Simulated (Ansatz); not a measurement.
# CHCl2: the cost of one run

Program: Ansatz 0.2.0. Level of theory: the levels named in each step. These are calculated values, not measurements.

## (1) The system as given

Bond lengths: Cl1–C2 1.628 Å, C2–Cl3 1.628 Å, C2–H4 1.100 Å. Angles: Cl1–C2–Cl3 124.2°, Cl1–C2–H4 117.9°, Cl3–C2–H4 117.9°.

Coordinates:

```xyz
4

Cl   -1.4380   -0.1337   -0.0064
C    -0.0010    0.6304    0.0142
Cl    1.4384   -0.1291    0.0005
H    -0.0028    1.7301    0.0379
```

## (2) A rough first relaxation, PBE-D4/def2-SVP

Contents of input.yaml:

```yaml
crystal:
  periodic: [false, false, false]
  atoms:
    - { symbol: Cl, position_ang: [-1.43801, -0.13366, -0.00637] }
    - { symbol: C, position_ang: [-0.00101, 0.63042, 0.01416] }
    - { symbol: Cl, position_ang: [1.43844, -0.1291, 0.00052] }
    - { symbol: H, position_ang: [-0.0028, 1.73009, 0.03789] }
total_charge: 1
basis:
  gaussian: { orbitals: def2-SVP }
hamiltonian:
  xc: pbe
  dispersion: d4
relax:
  f_tol: 0.03
  max_steps: 200
```

On the command line:

```bash
$ ansatz run input.yaml --threads 4 --pin off --max-ram 10240MiB --backend cpu --events-out ev --progress --plain --runs-dir out
```

What time and memory should one allow on 4 threads of Arm Neoverse N1, shared host?

About 2.5 s, with a peak of 0.11 GiB.
